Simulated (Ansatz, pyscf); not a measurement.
H₂C=O (SMILES C=O) + H₂O (SMILES O) -> HO–CH₂–OH (SMILES OCO), an addition across a multiple bond or ene-type step on the singlet surface: H–O broken, H–O, C–O formed. Optimised with ωB97X-D3(BJ)/def2-SVP in PySCF. Wave-function energies: Ansatz (a program for electronic structure), frozen core, RHF or UHF references. In kJ/mol, from the separated reactants.

Cost: rough CPU time of the saddle's run relative to CCSD(T)/cc-pV(D+d)Z, from one job on a shared machine, with the HF step and its search for lower states.

```
level                  barrier  reaction energy  cost
---------------------  -------  ---------------  ----
PBE0-D3(BJ)/def2-TZVP   120.69           -80.05     –
r²SCAN/def2-TZVP        116.34           -73.18     –
CCSD(T)/cc-pV(D+d)Z     153.77           -52.88     1
CCSDT(Q)/cc-pV(D+d)Z    153.33           -51.85   200
CCSD(T)/cc-pV(T+d)Z     146.06           -59.64    12
CCSD(T)/cc-pV(Q+d)Z     147.04           -59.92     –
```

In cc-pV(D+d)Z, going from CCSD(T) to CCSDT(Q) shifts the barrier by -0.44 and the reaction energy by +1.03 kJ/mol. With HF in the quadruple-zeta basis and the correlation energy extrapolated as X⁻³ from X = 3, 4, CCSD(T) gives 145.41 and -62.33; adding the double-zeta shift gives ΔE‡ = 144.97 and ΔE = -61.30 kJ/mol, without core correlation, relativity or geometry relaxation at these levels. This is the saddle that the search found; another between the same sides may lie lower.
